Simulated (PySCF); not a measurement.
**N2: bond curves at several levels of theory**

The task here is to estimate one member of a computed series from the others.

Method: N def2-TZVPPD, no relativity; program: PySCF 2.14.0.

Set-up of the first run:

The job is set up so:

```json
{
 "atoms": "N, N",
 "charge": "0",
 "basis": "N def2-TZVPPD",
 "Hamiltonian": "no relativity",
 "basis functions": "74",
 "electrons treated": "14",
 "masses in u": "14.0031, 14.0031",
 "levels": "PBE0, PBE, r²SCAN, LDA, TPSSh, MN15, BLYP, BP86, ωB97X-V, HF, MP2, SCS-MP2, CCSD, CCSD(T)",
 "grid": "80 radial by 434 angular points",
 "occupations": "held fixed by the projection of orbital angular momentum",
 "dissociation limit": "N + N, each in its ground configuration",
 "starting distance in angstrom": "1.310",
 "values of 2S to try": "0, 2, 4"
}
```

The run is started by

```console
> OMP_NUM_THREADS=1 python dia.py task.json out
```

Among the steps run: The job; The PBE0 curve of the state that the search chose; Excited determinants; PBE (GGA); r²SCAN (meta-GGA); LDA (local density); TPSSh (hybrid meta-GGA); MN15; BLYP; BP86; ωB97X-V (range-separated hybrid); RHF; MP2 and coupled cluster.

One table of the session follows, with a row left open; its other results are not shown here.

It belongs to the step «Constants by level of theory». 

| level | Re (Å) | ωe (cm⁻¹) | De (eV) |
| --- | --- | --- | --- |
| RHF | 1.066 | 2735 | 5.07 |
| RHF-MP2 | 1.113 | 2196 | 9.97 |
| RHF-SCS-MP2 | 1.109 | 2245 | 10.07 |
| RHF-CCSD | 1.096 | 2426 | 9.04 |
| RHF-CCSD(T) | 1.103 | 2347 | 9.42 |
| LDA | 1.095 | 2405 | 11.58 |
| PBE | 1.103 | 2355 | 10.56 |
| BLYP | 1.103 | 2339 | 10.42 |
| BP86 | 1.103 | 2349 | 10.58 |
| r²SCAN | 1.093 | 2433 | 9.54 |
| TPSSh | 1.095 | 2424 | 9.62 |
| PBE0 | ? | ? | ? |
| MN15 | 1.093 | 2478 | 9.85 |
| ωB97X-V | 1.091 | 2493 | 10.01 |
| measured | 1.097685 | 2358.57 | n/a |

**Question.** Estimate the row for PBE0.

**Answer.** Re (Å): 1.089; ωe (cm⁻¹): 2485; De (eV): 9.77. In the column «Re (Å)» it lies between RHF (1.066) and ωB97X-V (1.091).

De is counted to N + N in their ground configurations.
